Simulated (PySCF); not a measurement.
**C3H4N2S: core ionisation energies**

Species: C3H4N2S.
Cartesian coordinates in Å at the GFN2-xTB level; atoms count from 1:
```
atom  x, y, z in Å
C1    -1.4790   -0.0965    0.0319
C2    -0.0003   -0.1710    0.0752
C3     0.9330    0.7519   -0.3361
N4     2.1979    0.3531   -0.1473
N5     2.3256   -0.7815    0.3673
S6     0.8711   -1.5215    0.6921
H7    -1.8957   -0.1819    1.0351
H8    -1.8850   -0.9111   -0.5672
H9    -1.7919    0.8508   -0.4012
H10    0.7331    1.7123   -0.7724
```

Method used: delta-SCF UKS SCAN, pcX-2 on the ionised atom, pcseg-1 elsewhere, spin-free X2C (PySCF). Binding energies are ΔSCF values: E(core-ionised, relaxed orbitals) − E(ground state) at a fixed geometry, referred to the vacuum level.

Question: Give the core binding energies atom by atom.

Answer: 
```csv
atom(s),environment,level,binding energy (eV),above the level's lowest (eV),count
S6,ring sulfur,S 1s,2478.56,0.00,1
N4,pyridine-type nitrogen,N 1s,405.87,+0.02,1
N5,pyridine-type nitrogen,N 1s,405.85,0.00,1
C2,substituted aromatic carbon,C 1s,291.73,+0.34,1
C1,benzylic-type carbon,C 1s,291.71,+0.32,1
C3,aromatic CH next to a ring nitrogen,C 1s,291.39,0.00,1
```

The listed C 1s values span 0.34 eV, from C3 (bonded to N (aromatic in the SMILES), C (aromatic in the SMILES) and H) to C2 (bonded to S (aromatic in the SMILES), C (aromatic in the SMILES) and C). The widest gap between neighbouring values is 0.32 eV, between 291.39 and 291.71 eV. The values 291.71 and 291.73 eV lie too close for their order to be trusted.

The 2 N 1s values lie within 0.02 eV of each other; Gaussian lines of 0.5 eV full width would blend them into one maximum.

Question: What is the longest wavelength that can ionise S 1s of S6 vertically?

Answer: λ = hc/E = 12398.42 eV Å / 2478.56 eV = 5.002 Å.

Not every level is listed. Geometry: GFN2-xTB; no solvent, vibrations or thermal averaging.
